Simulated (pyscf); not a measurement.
Structures and frequencies: ωB97X-D3(BJ)/def2-SVP in PySCF.

Question: H₃C–Cl (SMILES CCl) + SiH₃• (SMILES [SiH3]) → H₃C–SiH₃ (SMILES C[SiH3]) + Cl• (SMILES [Cl])
Surface: doublet. Broken: C–Cl. Formed: C–Si. Give ΔE‡ and ΔE from ωB97M-D3(BJ)/def2-TZVP, relative to the separated reactants.

Answer: ΔE‡ = 0.77 eV, ΔE = -0.27 eV. Zero-point energy shifts the barrier by +0.02 eV. It is a substitution at C, with an imaginary mode of 787i cm⁻¹. The same reactants have a lower exit, to H₃Si–Cl + CH₃• (barrier +0.38 eV at ωB97M-D3(BJ)/def2-TZVP, against +0.77 eV here). One saddle was located; it need not be the lowest between these sides. The angle at the attacked C is 180°. Left out: the spin-orbit lowering of Cl.
